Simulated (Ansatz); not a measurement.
## Two structures, one formula

The two ends of one reaction step of CH8AlN, singlet (PBE0-D4/def2-TZVP).

A:

```xyz
11
angstrom
Al -1.3612 -0.2410 -0.3710
C 1.6255 -0.6907 0.6216
H -1.0779 -1.2096 -1.5917
H -1.7782 -0.7333 1.0750
H 1.2175 0.2714 0.3018
N -1.3168 1.5019 -0.6719
H 1.6609 -0.7226 1.7095
H 1.0140 -1.5186 0.2567
H 2.6293 -0.7960 0.2110
H -1.0987 1.9284 -1.5577
H -1.5144 2.2100 0.0165
```

B:

```
11
angstrom
Al -0.5984 -0.6637 -0.2185
C 1.1447 -0.9718 0.6559
H -0.7393 -1.0605 -1.7702
H -1.9231 -0.7998 0.6825
H 0.1817 1.7033 -1.0084
N -0.5956 1.3910 -0.4356
H 1.2252 -0.4715 1.6276
H 1.2997 -2.0393 0.8458
H 1.9906 -0.6421 0.0424
H -1.4538 1.6949 -0.8840
H -0.5317 1.8593 0.4625
```

Ansatz 0.2.0; basis: def2-TZVPP; cores frozen in the correlated methods. B3LYP uses VWN-RPA correlation.

Task: Which structure is lower at CCSD(T), and by how much? (To be estimated.)

Result: The calculation gives: B, by 0.078 eV (electronic energy, against the other). By their contacts, A is a complex of AlNH₄ ([NH2][AlH2]) + CH₄ and B is CH₈AlN ([CH3][AlH2][NH3]).

Task: Do the other methods give the same order? (Judge from chemistry; the calculation decides.)

Result: The calculation gives: Not all: BLYP-D4, HF give the other order.

```json
{"method": "SPW92", "E(B) − E(A) (eV)": "-0.213"}
{"method": "PBE-D4", "E(B) − E(A) (eV)": "-0.083"}
{"method": "BLYP-D4", "E(B) − E(A) (eV)": "0.051"}
{"method": "r2SCAN-D4", "E(B) − E(A) (eV)": "-0.096"}
{"method": "B97M-V", "E(B) − E(A) (eV)": "-0.071"}
{"method": "PBE0-D4", "E(B) − E(A) (eV)": "-0.134"}
{"method": "B3LYP-D4", "E(B) − E(A) (eV)": "0.000"}
{"method": "r2SCAN0-D4", "E(B) − E(A) (eV)": "-0.127"}
{"method": "BHLYP-D4", "E(B) − E(A) (eV)": "-0.042"}
{"method": "CAM-B3LYP-D4", "E(B) − E(A) (eV)": "-0.028"}
{"method": "wB97X-V", "E(B) − E(A) (eV)": "-0.081"}
{"method": "wB97M-V", "E(B) − E(A) (eV)": "-0.070"}
{"method": "B2PLYP", "E(B) − E(A) (eV)": "-0.004"}
{"method": "PBE-QIDH", "E(B) − E(A) (eV)": "-0.137"}
{"method": "RPA on PBE", "E(B) − E(A) (eV)": "-0.055"}
{"method": "HF", "E(B) − E(A) (eV)": "0.030"}
{"method": "MP2", "E(B) − E(A) (eV)": "-0.061"}
{"method": "CCSD", "E(B) − E(A) (eV)": "-0.067"}
{"method": "CCSD(T)", "E(B) − E(A) (eV)": "-0.078"}
```

T1 diagnostic: at most 0.010.

Labels in which every atom is bracketed show which atoms are joined, not bond orders.

For scale, one of the runs: CCSD(T)/def2-TZVPP, 216 basis functions, launched by `ansatz run in.yaml --threads 2 --pin off --events-out ev --progress --plain --max-ram 4352MiB`. Time: 23 s of wall clock on 2 CPU threads of an Intel Xeon 6975P-C; the host was shared. Peak host memory: 3.3 GiB.
